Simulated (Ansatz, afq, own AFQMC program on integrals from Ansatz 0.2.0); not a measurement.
# Atomization energy of CH₃AlO, singlet, worked out

| atom | x (Å) | y (Å) | z (Å) |
| --- | --- | --- | --- |
| C | -0.4126 | 0.4983 | -0.3154 |
| Al | 0.6980 | -0.8430 | 0.5336 |
| O | 1.6173 | -1.9531 | 1.2363 |
| H | 0.0681 | 1.4873 | -0.2640 |
| H | -1.3915 | 0.5622 | 0.1840 |
| H | -0.5793 | 0.2483 | -1.3745 |

Connectivity, by distances: CH3–Al–O.

Basis def2-TZVP. Noble-gas cores (and the filled d shells of Ga–Kr and In–Xe) are frozen. Integrals, coupled cluster, full CI and functionals: Ansatz 0.2.0; the random walks run on the same integrals in our own AFQMC program. ph-AFQMC/CISD is guided by a CISD state made of CCSD amplitudes; releasing the constraint for a short imaginary time cuts its bias at the price of noise, slowly where states lie close. Error bars are statistical, one sigma.

Total energies in eV. CBS is CCSD(T) at the limit of def2-TZVPP/QZVPP (extrapolated itself); the highest rung of each member is named.

Cautions: CH₃AlO (singlet): higher spins were not checked, raised T1 diagnostic (T1 0.024, weight of the determinant 0.83, largest double 0.04), the released value is read at 1.50 1/Eh with a noise of 12 meV, more than in the cases checked (meV from the phaseless value at times in 1/Eh: -15 ± 5 at 0.24, -25 ± 8 at 0.51, -21 ± 9 at 0.99, -30 ± 12 at 1.50).

| member | count | CCSD(T)/def2-TZVP | highest rung in def2-TZVP | which | CCSD(T)/CBS |
| --- | --- | --- | --- | --- | --- |
| C (triplet) | +1 | -1028.0742 | -1028.0883 | FCI | -1028.3149 |
| Al (doublet) | +1 | -6583.1374 | -6583.1503 | FCI | -6583.4221 |
| O (triplet) | +1 | -2040.2212 | -2040.2314 | FCI | -2040.9924 |
| H (doublet) | +3 | -13.6005 | -13.6005 | FCI | -13.6059 |
| CH₃AlO, singlet | -1 | -9713.2932 | -9713.3738 ± 0.0118 | released AFQMC | -9715.4745 |

Task: Work out the best estimate of the atomization energy: the CCSD(T)/CBS difference plus the step from CCSD(T) to the highest rung.

Result: Sums with the counts: CCSD(T)/CBS 21.9274 eV, highest rung 21.1023 eV, CCSD(T)/def2-TZVP 21.0589 eV. The step is 21.1023 − 21.0589 = 0.0434 eV, so the best estimate is 21.9274 + (0.0434) = 21.9708 eV = 2119.9 kJ/mol, with sampling noise 0.012 eV. The basis set is worth 0.868 eV of it. Zero-point, core-correlation and spin–orbit terms aren't in it. Past Ne the Hartree–Fock part of each CBS total tends to overshoot, since the cores don't follow the formula; that largely cancels in the difference.

Best estimates are given only where the step beyond CCSD(T) is under 0.3 eV and no member's determinant is very poor (T1 over 0.05, or 0.07 for open shells, ⟨S²⟩ too high by 0.3, two states mixed), so the hardest cases are missing from such tables.

Each member of a difference takes its own highest rung, so a best estimate needn't equal the limit plus the step of one row. A walk keeps the symmetry of its determinant, which the program's search chose and which needn't be the lowest solution, so a lower state of the same spin and another symmetry isn't excluded. Released energies are given only where the last usable release times agree within the noise; a slower fall can still hide under it.
